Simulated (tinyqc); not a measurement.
Worked calculation: MP2 on RHF in the sto-3g basis, frozen core, for CH3-, spin multiplicity 1. The basis has no diffuse functions, so it cannot describe the extra electron: this is an exercise in the method, not the real anion. One step of it, computed by the program tinyqc.

Problem. Orthogonalisation. S = U s U^T; symmetric (Loewdin) form X = U s^(-1/2) U^T, so that X^T S X = 1.

overlap S, lower triangle:
```
,1C 1s,1C 2s,1C 2px,1C 2py,1C 2pz,2H 1s,3H 1s,4H 1s
1C 1s,1.000000
1C 2s,0.248362,1.000000
1C 2px,0.000000,0.000000,1.000000
1C 2py,0.000000,0.000000,0.000000,1.000000
1C 2pz,0.000000,0.000000,0.000000,0.000000,1.000000
2H 1s,0.052667,0.450190,0.440488,0.000000,-0.031165,1.000000
3H 1s,0.052668,0.450196,-0.220058,0.381585,-0.031165,0.117824,1.000000
4H 1s,0.052668,0.450196,-0.220058,-0.381585,-0.031165,0.117824,0.117660,1.000000
```

Give: eigenvalues of S; X.

Solution.

eigenvalues of S: 0.303  0.398  0.399  0.962  1.007  1.484  1.484  1.964

X, lower triangle:
```
,1C 1s,1C 2s,1C 2px,1C 2py,1C 2pz,2H 1s,3H 1s,4H 1s
1C 1s,1.028
1C 2s,-0.162,1.353
1C 2px,0.000,0.000,1.161
1C 2py,0.000,0.000,0.000,1.161
1C 2pz,0.002,-0.022,0.000,0.000,1.002
2H 1s,0.025,-0.300,-0.310,0.000,0.020,1.218
3H 1s,0.025,-0.300,0.155,-0.268,0.020,-0.026,1.218
4H 1s,0.025,-0.300,0.155,0.268,0.020,-0.026,-0.026,1.218
```
